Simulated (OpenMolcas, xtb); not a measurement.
A ladder of methods for C2H6B (SMILES [CH2]BC)

C2H6B has 9 atoms, charge 0, and is taken as a doublet. As SMILES, `[CH2]BC`. The shape is that of a PBE0-D4/def2-TZVP optimisation. This is one conformer, not always the lowest.

Each level gives the vertical energy of the quartet above the doublet (eV). The values are calculated.

```csv
level,kind,program,value (eV),CPU time (all runs)
GFN1-xTB,semi-empirical,xtb,6.63,under 2 s
UHF/6-311+G**,Hartree–Fock,OpenMolcas,6.87,40 s
USVWN5/6-311+G**,LDA,OpenMolcas,6.27,2.3 min
UBLYP/6-311+G**,GGA,OpenMolcas,6.43,3.7 min
UTPSS/6-311+G**,meta-GGA,OpenMolcas,6.41,5.6 min
UBHLYP/6-311+G**,global hybrid,OpenMolcas,6.97,3.4 min
```

The values span 6.27 to 6.97 eV. The xTB rows lack spin polarisation, so open shells miss the exchange term that lowers them. CPU times are rough (shared hosts, several kinds of processor): they show what a rung costs within a factor of a few.
